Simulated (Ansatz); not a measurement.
# C₄H₇N: one species, many methods

The task here is to estimate one member of a computed series from the others.

Method: functionals in def2-TZVPP, the program's frozen cores in correlated methods; program: Ansatz 0.2.0, Gaussian basis.

Levels to be run: LDA (SPW92), PBE-D4, revPBE-D4, BLYP-D4, r2SCAN-D4, B97M-V, PBE0-D4, B3LYP-D4, r2SCANh-D4, r2SCAN0-D4, HSE06-D4, BHLYP-D4, CAM-B3LYP-D4, LC-ωPBE, ωB97X-V, ωB97M-V, B2PLYP, PBE-QIDH; CCSD(T)/def2-SVP; CCSD(T)/def2-TZVPP; MP2/def2-QZVPP; extrapolation to the limit; RPA on PBE.

## Structure used throughout

All runs share one geometry, relaxed beforehand with PBE0-D4 in a triple-zeta def2 set.

SMILES `C#CCNC`, 12 atoms, charge 0, spin multiplicity 1.

Atoms are counted from 1 here; the program's logs count them from 0.

Bond lengths: C1–C2 1.200 Å, C1–H6 1.064 Å, C2–C3 1.454 Å, C3–N4 1.450 Å, C3–H7 1.097 Å, C3–H8 1.106 Å, N4–C5 1.445 Å, N4–H9 1.012 Å, C5–H10 1.091 Å, C5–H11 1.103 Å, C5–H12 1.094 Å. Angles: C2–C1–H6 179.4°, C1–C2–C3 178.8°, C2–C3–N4 111.9°, C2–C3–H7 109.0°, C2–C3–H8 108.4°, N4–C3–H7 108.4°, N4–C3–H8 112.9°, H7–C3–H8 106.0°, C3–N4–C5 112.2°, C3–N4–H9 109.3°, C5–N4–H9 110.6°, N4–C5–H10 109.6°, N4–C5–H11 114.1°, N4–C5–H12 109.5°, H10–C5–H11 108.4°, H10–C5–H12 107.5°, H11–C5–H12 107.5°.

Coordinates:

```
C    -2.7766    0.8847    0.3385
C    -1.6373    0.7074    0.0071
C    -0.2473    0.5033   -0.3677
N     0.2920   -0.7183    0.1975
C     1.7101   -0.8532   -0.0458
H    -3.7907    1.0363    0.6231
H    -0.1768    0.4394   -1.4603
H     0.3279    1.4017   -0.0765
H     0.0964   -0.7421    1.1900
H     2.0814   -1.7544    0.4445
H     2.3099    0.0046    0.3028
H     1.8880   -0.9648   -1.1193
```

Set-up of the first run:

in.yaml reads:

```yaml
crystal:
  periodic: [false, false, false]
  atoms:
    - {symbol: C, position_ang: [-2.776592, 0.884739, 0.338467]}
    - {symbol: C, position_ang: [-1.637281, 0.707437, 0.007137]}
    - {symbol: C, position_ang: [-0.247283, 0.503346, -0.367660]}
    - {symbol: N, position_ang: [0.291955, -0.718290, 0.197479]}
    - {symbol: C, position_ang: [1.710087, -0.853180, -0.045798]}
    - {symbol: H, position_ang: [-3.790686, 1.036343, 0.623106]}
    - {symbol: H, position_ang: [-0.176824, 0.439390, -1.460298]}
    - {symbol: H, position_ang: [0.327910, 1.401674, -0.076459]}
    - {symbol: H, position_ang: [0.096414, -0.742076, 1.189975]}
    - {symbol: H, position_ang: [2.081386, -1.754364, 0.444501]}
    - {symbol: H, position_ang: [2.309895, 0.004588, 0.302768]}
    - {symbol: H, position_ang: [1.888018, -0.964809, -1.119320]}
basis:
  gaussian: {orbitals: def2-TZVPP}
hamiltonian: {xc: lda}
output: {orbitals: {seedname: orbitals}}
```

Launch:

```console
$ ansatz run in.yaml --threads 4 --pin off --events-out ev --progress --plain --max-ram 10444MiB
```

Steps of the session up to this table: LDA; PBE-D4 (GGA); revPBE-D4 (GGA); BLYP-D4 (GGA); r2SCAN-D4 (meta-GGA); B97M-V (meta-GGA); PBE0-D4 (hybrid); B3LYP-D4 (hybrid); r2SCANh-D4 (hybrid); r2SCAN0-D4 (hybrid); HSE06-D4 (hybrid); BHLYP-D4 (hybrid); CAM-B3LYP-D4 (range-separated); LC-ωPBE (range-separated); ωB97X-V (range-separated); ωB97M-V (range-separated); B2PLYP (double hybrid); PBE-QIDH (double hybrid).

One of the session's tables, all rows but one given; the rest of the session is left out.

It belongs to the step «Frontier levels by functional». 

| functional | HOMO (eV) | LUMO (eV) | gap (eV) |
| --- | --- | --- | --- |
| LDA (SPW92) | -5.35 | -0.48 | 4.88 |
| PBE-D4 | -5.26 | -0.23 | 5.03 |
| revPBE-D4 | -5.22 | -0.13 | 5.09 |
| BLYP-D4 | -5.17 | -0.14 | 5.04 |
| r2SCAN-D4 | -5.55 | 0.13 | 5.68 |
| B97M-V | -5.72 | 0.06 | 5.79 |
| PBE0-D4 | -6.70 | 0.75 | 7.45 |
| B3LYP-D4 | -6.48 | 0.47 | 6.95 |
| r2SCANh-D4 | -6.09 | 0.49 | 6.57 |
| r2SCAN0-D4 | -6.90 | 1.00 | 7.90 |
| HSE06-D4 | -6.29 | 0.37 | 6.66 |
| BHLYP-D4 | -8.08 | 1.59 | 9.67 |
| CAM-B3LYP-D4 | ? | ? | ? |
| LC-ωPBE | -9.47 | 2.99 | 12.46 |
| ωB97X-V | -9.15 | 2.80 | 11.95 |
| ωB97M-V | -9.07 | 2.46 | 11.53 |

Estimate the missing values for CAM-B3LYP-D4.

**Answer.** HOMO (eV): -8.12; LUMO (eV): 1.70; gap (eV): 9.82. In the column «HOMO (eV)» it lies between ωB97M-V (-9.07) and BHLYP-D4 (-8.08).
